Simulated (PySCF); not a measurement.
Compound: C₆H₆N₂.
Bonds: C1–C2 (aromatic), C2–C3 (aromatic), C3–N4 (aromatic), N4–C5 (aromatic), C5–C6 (aromatic), C6–C7 (aromatic), C7–N8 (aromatic), C1–N8 (aromatic), C3–C7 (aromatic). Hydrogens: H9 on C1; H10 on C2; H11 on N4; H12 on C5; H13 on C6; H14 on N8.

The closed-shell ground state was solved at several levels (PySCF, density fitting, gas phase, non-relativistic). Geometry: PBE0-D3(BJ)/def2-SVP; no solvent, vibrations or thermal averaging. The dipole stays under 0.02 D at every level.

```tsv
level	basis functions	HOMO (eV)	LUMO (eV)	gap (eV)
PBE0/def2-SVPD	208	-5.28	0.65	5.93
PBE/pcSseg-1	166	-4.31	-0.11	4.20
HF/def2-SVPD	208	-6.97	2.94	9.91
B3LYP/pcJ-1	276	-5.02	0.59	5.61
PBE0/aug-cc-pVDZ	238	-5.25	-0.03	5.22
PBE0/def2-SVP	142	-5.14	0.92	6.06
CAM-B3LYP/def2-SVPD	208	-6.45	1.62	8.07
PBE0/pcSseg-1	166	-5.25	0.76	6.01
PBE0/6-31G*	124	-4.88	1.22	6.10
BHandHLYP/def2-SVPD	208	-6.01	1.46	7.47
wB97X-D/def2-SVPD	208	-7.00	2.35	9.35
```

Estimate the row for LC-wPBE/def2-SVPD, a basis of 208 functions; the other rows only guide the guess.

HOMO -7.70 eV, LUMO 2.71 eV, gap 10.41 eV.

Over all these levels, which gives the widest orbital gap and which the narrowest?

LC-wPBE/def2-SVPD (range-separated hybrid) has the widest, 10.41 eV, and PBE/pcSseg-1 (GGA) the narrowest, 4.20 eV. Functional and basis both differ between the two, so the spread mixes both effects. The HOMO need not be the same orbital at Hartree–Fock and at DFT levels.

How much does the basis alone move the frontier levels among the 5 PBE0 rows?

The HOMO by 0.40 eV and the LUMO by 1.25 eV. By rising basis size (HOMO, LUMO in eV): 6-31G* -4.88, 1.22; def2-SVP -5.14, 0.92; pcSseg-1 -5.25, 0.76; def2-SVPD -5.28, 0.65; aug-cc-pVDZ -5.25, -0.03.

In the def2-SVPD basis, how does the gap go with the fixed share of exact exchange?

PBE0 (25 %) 5.93 eV; BHandHLYP (50 %) 7.47 eV; HF (100 %) 9.91 eV. Each rise in the share widens the gap here.
